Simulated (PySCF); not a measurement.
Simulated C 1s region for `CP1CC1`, binding energy against the vacuum level.

Every computed line was given a Gaussian of 0.7 eV full width at half maximum and an area set by the number of equivalent atoms; the highest printed point is 100. Method used: PySCF, delta-SCF UKS SCAN, pcX-2 on the ionised atom, pcseg-1 elsewhere, spin-free X2C.

binding energy (eV), intensity and a bar:
```
    289.5          0 
    289.6          1 
    289.7          3 #
    289.8          8 ##
    289.9         16 #####
    290.0         29 #########
    290.1         46 ##############
    290.2         66 ####################
    290.3         85 ##########################
    290.4         98 #############################
    290.5        100 ##############################
    290.6         91 ###########################
    290.7         75 ######################
    290.8         54 ################
    290.9         35 ###########
    291.0         21 ######
    291.1         11 ###
    291.2          5 #
    291.3          2 #
    291.4          1 
    291.5          0
```

**Question.** How many maxima does the curve show, and how many computed lines lie under it?

**Answer.** The curve has 1 maximum (at 290.5 eV). Under it lie 2 lines from 2 inequivalent carbon sites. At this width some lines have no maximum of their own.

**Question.** Decompose the envelope and assign each component. Numbering: `[CH3:1][P:2]1[CH2:3][CH2:4]1`.

**Answer.** 
```csv
position (eV),relative area,line,atoms,environment
290.46,2,C 1s,C3/C4,sp3 carbon bound to phosphorus
290.48,1,C 1s,C1,sp3 carbon bound to phosphorus
```

The 2 C 1s values lie within 0.02 eV of each other; Gaussian lines of 0.5 eV full width would blend them into one maximum.

The curve has no shake-up lines and no vibrational structure. The first atom of each set that the bonding makes equivalent was ionised and stands for the set. Isolated species at its PBE0-D3(BJ)/def2-SVP geometry, gas phase.
